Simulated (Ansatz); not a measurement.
System: litharge SnO. Method: PBEsol in Ansatz (plane waves, PAW).

Numerical settings: plane-wave cutoff 500 eV, 10×10×8 k mesh (along the axes of the cell as run), Fermi–Dirac smearing 0.05 eV, scalar-relativistic PAW data made under PBE.

Computed at the level's own relaxed cell.

Q: Estimate the equilibrium volume per atom, equilibrium lattice constant a and lattice parameter c that the calculation returns.

A: 
- equilibrium volume per atom = 17.18 Å³/atom
- equilibrium lattice constant a = 3.804 Å
- lattice parameter c = 4.748 Å

Measured, for comparison: lattice constant a 3.801 Å, lattice parameter c 4.835 Å (temperature not stated, not corrected to a static lattice; as tabulated in Electronic properties of the Sn1−xPbxO alloy and band alignment of the SnO/PbO …). Computed (rounded) less measured: lattice constant a +0.1 %, lattice parameter c -1.8 %. A static lattice is as a rule a little smaller and stiffer than an uncorrected measurement, which narrows the difference in the lattice parameter c and would widen misses of the other sign.

Note: the cell comes from a level without a dispersion term, which matters for the spacing of layers, chains or molecules.

Spin–orbit coupling is not included.

Static lattice: no zero-point or thermal effects.

Ansatz is a quantum-chemistry and plane-wave program.
